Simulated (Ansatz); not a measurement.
# C5H10S: a ladder of functionals and wavefunction methods

The task here is to estimate one member of a computed series from the others.

The runs use Ansatz 0.2.0, Gaussian basis; functionals in def2-TZVPP, the program's frozen cores in correlated methods.

Plan: LDA (SPW92), PBE-D4, revPBE-D4, BLYP-D4, r2SCAN-D4, B97M-V, PBE0-D4, B3LYP-D4, r2SCANh-D4, r2SCAN0-D4, HSE06-D4, BHLYP-D4, CAM-B3LYP-D4, LC-ωPBE, ωB97X-V, ωB97M-V, B2PLYP, PBE-QIDH; CCSD(T)/def2-SVP; CCSD(T)/def2-TZVPP; MP2/def2-QZVPP; extrapolation to the limit; RPA on PBE.

**Structure used throughout**

An earlier PBE0-D4 in a triple-zeta def2 set relaxation fixed the geometry.

SMILES `CC1CCSC1`, 16 atoms, charge 0, spin multiplicity 1.

Atoms are counted from 1 here; the program's logs count them from 0.

Bond lengths: C1–C2 1.517 Å, C1–H7 1.093 Å, C1–H8 1.094 Å, C1–H9 1.093 Å, C2–C3 1.523 Å, C2–C6 1.524 Å, C2–H10 1.097 Å, C3–C4 1.518 Å, C3–H11 1.096 Å, C3–H12 1.094 Å, C4–S5 1.823 Å, C4–H13 1.092 Å, C4–H14 1.090 Å, S5–C6 1.818 Å, C6–H15 1.094 Å, C6–H16 1.091 Å. Angles: C2–C1–H7 111.2°, C2–C1–H8 110.7°, C2–C1–H9 111.4°, H7–C1–H8 107.8°, H7–C1–H9 107.7°, H8–C1–H9 107.8°, C1–C2–C3 113.7°, C1–C2–C6 112.7°, C1–C2–H10 109.2°, C3–C2–C6 105.3°, C3–C2–H10 107.9°, C6–C2–H10 107.8°, C2–C3–C4 107.0°, C2–C3–H11 109.1°, C2–C3–H12 111.9°, C4–C3–H11 109.9°, C4–C3–H12 111.3°, H11–C3–H12 107.6° and more.

The first run:

File in.yaml:

```yaml
crystal:
  periodic: [false, false, false]
  atoms:
    - {symbol: C, position_ang: [-0.219967, -0.188032, 1.880307]}
    - {symbol: C, position_ang: [0.190756, 0.251547, 0.487198]}
    - {symbol: C, position_ang: [0.404118, -0.903418, -0.482304]}
    - {symbol: C, position_ang: [0.634039, -0.294755, -1.853715]}
    - {symbol: S, position_ang: [-0.482914, 1.142811, -1.957481]}
    - {symbol: C, position_ang: [-0.848044, 1.147236, -0.176421]}
    - {symbol: H, position_ang: [0.549879, -0.812548, 2.340122]}
    - {symbol: H, position_ang: [-1.146267, -0.769252, 1.845386]}
    - {symbol: H, position_ang: [-0.388017, 0.669827, 2.535805]}
    - {symbol: H, position_ang: [1.129666, 0.815978, 0.549935]}
    - {symbol: H, position_ang: [-0.495353, -1.529071, -0.497497]}
    - {symbol: H, position_ang: [1.243458, -1.537644, -0.182269]}
    - {symbol: H, position_ang: [1.666512, 0.042257, -1.969253]}
    - {symbol: H, position_ang: [0.404784, -0.985569, -2.665605]}
    - {symbol: H, position_ang: [-1.855387, 0.756305, -0.007242]}
    - {symbol: H, position_ang: [-0.810060, 2.171527, 0.197435]}
basis:
  gaussian: {orbitals: def2-TZVPP}
hamiltonian: {xc: lda}
output: {orbitals: {seedname: orbitals}}
```

Started as:

```
> ansatz run in.yaml --threads 2 --pin off --events-out ev --progress --plain --max-ram 22528MiB --backend cuda --devices 0, --max-vram 18GiB
```

Steps of the session up to this table: LDA; PBE-D4 (GGA); revPBE-D4 (GGA); BLYP-D4 (GGA); r2SCAN-D4 (meta-GGA); B97M-V (meta-GGA); B3LYP-D4 (hybrid); r2SCANh-D4 (hybrid); r2SCAN0-D4 (hybrid); HSE06-D4 (hybrid); BHLYP-D4 (hybrid); CAM-B3LYP-D4 (range-separated); LC-ωPBE (range-separated); ωB97X-V (range-separated); ωB97M-V (range-separated); B2PLYP (double hybrid); PBE-QIDH (double hybrid).

One table of the session follows, with a row left open; its other results are not shown here.

It belongs to the step «Orbital energies across the functionals». 

| functional | HOMO (eV) | LUMO (eV) | gap (eV) |
| --- | --- | --- | --- |
| LDA (SPW92) | -4.95 | -0.26 | 4.69 |
| PBE-D4 | -4.85 | -0.07 | 4.78 |
| revPBE-D4 | -4.81 | 0.02 | 4.83 |
| BLYP-D4 | -4.71 | 0.01 | 4.72 |
| r2SCAN-D4 | -5.08 | 0.28 | 5.36 |
| B97M-V | -5.20 | 0.13 | 5.33 |
| PBE0-D4 | -6.08 | 0.85 | 6.93 |
| B3LYP-D4 | -5.86 | 0.55 | 6.41 |
| r2SCANh-D4 | -5.54 | 0.64 | 6.17 |
| r2SCAN0-D4 | -6.23 | 1.14 | 7.36 |
| HSE06-D4 | -5.68 | 0.47 | 6.15 |
| BHLYP-D4 | -7.19 | 1.55 | 8.74 |
| CAM-B3LYP-D4 | -7.43 | 1.70 | 9.13 |
| LC-ωPBE | ? | ? | ? |
| ωB97X-V | -8.48 | 2.77 | 11.24 |
| ωB97M-V | -8.33 | 2.39 | 10.71 |

**Question.** Estimate the row for LC-ωPBE.

The run gave: HOMO (eV): -8.83; LUMO (eV): 2.98; gap (eV): 11.81. In the column «HOMO (eV)» it is the lowest.
